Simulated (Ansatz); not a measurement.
# C₂H₇Si radical: small, medium and large basis sets

One table from this session's results is given with a row withheld; the runs are named, their logs left out.

Method: one geometry, several basis sets; program: Ansatz 0.2.0, Gaussian basis.

Levels to be run: PBE0-D4/def2-SVP; ωB97M-V/def2-SVP; PBE0-D4/def2-QZVPP; ωB97M-V/def2-QZVPP; CCSD(T)/cc-pV(D+d)Z; CCSD(T)/cc-pV(T+d)Z; CCSD(T)/cc-pV(Q+d)Z; the functionals' def2-TZVPP values are taken from earlier runs.

## The relaxed structure

An earlier PBE0-D4 in a triple-zeta def2 set relaxation fixed the geometry.

SMILES `CC[SiH2]`, 10 atoms, charge 0, spin multiplicity 2.

Atoms are counted from 1 here; the program's logs count them from 0.

Bond lengths: C1–C2 1.529 Å, C1–H4 1.094 Å, C1–H5 1.093 Å, C1–H6 1.093 Å, C2–Si3 1.882 Å, C2–H7 1.095 Å, C2–H8 1.095 Å, Si3–H9 1.492 Å, Si3–H10 1.492 Å. Angles: C2–C1–H4 111.2°, C2–C1–H5 111.4°, C2–C1–H6 111.4°, H4–C1–H5 107.6°, H4–C1–H6 107.6°, H5–C1–H6 107.4°, C1–C2–Si3 113.1°, C1–C2–H7 110.5°, C1–C2–H8 110.5°, Si3–C2–H7 108.2°, Si3–C2–H8 108.2°, H7–C2–H8 106.2°, C2–Si3–H9 111.4°, C2–Si3–H10 111.4°, H9–Si3–H10 109.0°.

The first run:

in.yaml

```yaml
crystal:
  periodic: [false, false, false]
  atoms:
    - {symbol: C, position_ang: [-0.795571, 0.528437, -0.645627]}
    - {symbol: C, position_ang: [-0.153587, -0.745637, -0.096394]}
    - {symbol: Si, position_ang: [1.313798, -0.405261, 1.031265]}
    - {symbol: H, position_ang: [-1.643597, 0.295430, -1.296349]}
    - {symbol: H, position_ang: [-0.082265, 1.114683, -1.229984]}
    - {symbol: H, position_ang: [-1.163455, 1.168885, 0.159630]}
    - {symbol: H, position_ang: [0.186425, -1.386662, -0.915935]}
    - {symbol: H, position_ang: [-0.887505, -1.332508, 0.464953]}
    - {symbol: H, position_ang: [0.908777, 0.394105, 2.224362]}
    - {symbol: H, position_ang: [2.399981, 0.317229, 0.306881]}
basis:
  gaussian: {orbitals: def2-SVP}
magnetization: {spin_polarized: true, initial_magnetization: 1}
hamiltonian: {xc: pbe0, dispersion: d4}
output: {orbitals: {seedname: orbitals}}
```

Started as:

```bash
> ansatz run in.yaml --threads 2 --pin off --events-out ev --progress --plain --max-ram 32768MiB --backend cpu
```

Steps of the session up to this table: PBE0-D4 in def2-SVP; ωB97M-V in def2-SVP; PBE0-D4 in def2-QZVPP; ωB97M-V in def2-QZVPP.

One of the session's tables, all rows but one given; the rest of the session is left out.

| functional | basis | HOMO (eV) | LUMO (eV) |
| --- | --- | --- | --- |
| PBE0-D4 | def2-SVP | ? | ? |
| PBE0-D4 | def2-TZVPP | -5.89 | -2.10 |
| PBE0-D4 | def2-QZVPP | -5.89 | -2.12 |
| ωB97M-V | def2-SVP | -7.59 | -0.37 |
| ωB97M-V | def2-TZVPP | -7.64 | -0.50 |
| ωB97M-V | def2-QZVPP | -7.65 | -0.58 |

**Question.** Estimate the row for PBE0-D4, def2-SVP.

**Answer.** HOMO (eV): -5.87; LUMO (eV): -2.04. In the column «HOMO (eV)» it is the highest.
